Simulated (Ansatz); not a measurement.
# BClH3N: the cost of one run

Program: Ansatz 0.2.0. Level of theory: RKS PBE/def2-SVP. These are calculated values, not measurements.

## Step 1: Starting point

Bond lengths: B1–Cl3 2.060 Å, B1–N4 1.550 Å, N4–H5 1.060 Å, N4–H6 1.060 Å. Angles: Cl3–B1–N4 155.3°, B1–N4–H5 120.0°, B1–N4–H6 120.0°, H5–N4–H6 120.0°.

As a file:

```xyz
6

B     0.0000    0.0000    0.0000
H     0.5157    0.0000    1.2908
Cl    2.0511    0.0000    0.1912
N    -1.3423    0.0000   -0.7750
H    -2.0112   -0.8164   -0.6764
H    -1.5914    0.8164   -1.4036
```

## Step 2: Pulling towards end A

Springs on the bonds that form and break draw the guess towards this end; the thresholds are loose.

input.yaml

```yaml
crystal:
  periodic: [false, false, false]
  atoms:
    - { symbol: B, position_ang: [0.0, 0.0, 0.0] }
    - { symbol: H, position_ang: [0.5157, 0.0, 1.2908] }
    - { symbol: Cl, position_ang: [2.0511, 0.0, 0.1912] }
    - { symbol: "N", position_ang: [-1.3423, 0.0, -0.775] }
    - { symbol: H, position_ang: [-2.0112, -0.8164, -0.6764] }
    - { symbol: H, position_ang: [-1.5914, 0.8164, -1.4036] }
basis:
  gaussian: { orbitals: def2-SVP }
hamiltonian:
  xc: pbe
relax:
  f_tol: 0.15
  max_steps: 25
  restrain:
    - { distance: [1, 2], at: 2.57, k: 30.0 }
    - { distance: [0, 1], at: 1.19, k: 30.0 }
    - { distance: [0, 2], at: 1.86, k: 30.0 }
output:
  orbitals: {}
```

Run with:

```console
ansatz run input.yaml --threads 1 --pin off --max-ram 2048MiB --backend cpu --events-out ev --progress --plain --runs-dir out
```

Q: Estimate wall time and peak memory on 1 thread of Arm Neoverse V1, shared host.

About 13 s, with a peak of 0.12 GiB.
